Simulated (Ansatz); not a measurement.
Reaction: C2H4O2 (methyl formate, SMILES COC=O) → C2H3O2 (SMILES CO[C]=O, doublet) + H (doublet) (the C-H bond breaks)
Each species at its own B3LYP-D3(BJ)/def2-TZVP minimum (Ansatz, a first-principles code), one conformer.

Wanted: bond dissociation energy (electronic), in kcal/mol. Open shells are spin-unrestricted; no spin-orbit coupling. CBS(X,Y): correlation extrapolated as X^-3, Hartree-Fock from the larger set. A bracket is a step between two methods taken in the basis named. The functionals are non-relativistic, so their misses hold any scalar relativity. Double hybrids freeze cores in their MP2 part. 'core' is core correlation in cc-pwCVTZ, 'X2C' scalar relativity in cc-pVTZ-DK, both at CCSD(T). For partners of very few electrons the exact lower level stands in for a higher one.

CCSD(T)/CBS(cc-pVTZ,cc-pVQZ) + [CCSDT(Q) - CCSD(T)]/cc-pVDZ + core + X2C (Ansatz) gives 106.3 kcal/mol.

### Question
What does PBE/def2-TZVPD (Ansatz) give here, and how do the other levels compare?

### Answer
PBE gives 100.6 kcal/mol, 5.7 kcal/mol below it. Differences of the others: r2SCAN/def2-TZVPD (Ansatz) -5.2; B3LYP/def2-TZVPD (Ansatz) -3.2; PBE0/def2-TZVPD (Ansatz) -4.2; wB97M-V/def2-TZVPD (Ansatz) -0.6; B2PLYP/def2-TZVPD (Ansatz) -3.3; CCSD(T)/CBS(cc-pVTZ,cc-pVQZ) + core + X2C (Ansatz) 0.2 kcal/mol. Nearer than PBE: r2SCAN/def2-TZVPD, B3LYP/def2-TZVPD, PBE0/def2-TZVPD, wB97M-V/def2-TZVPD, B2PLYP/def2-TZVPD, CCSD(T)/CBS(cc-pVTZ,cc-pVQZ) + core + X2C.
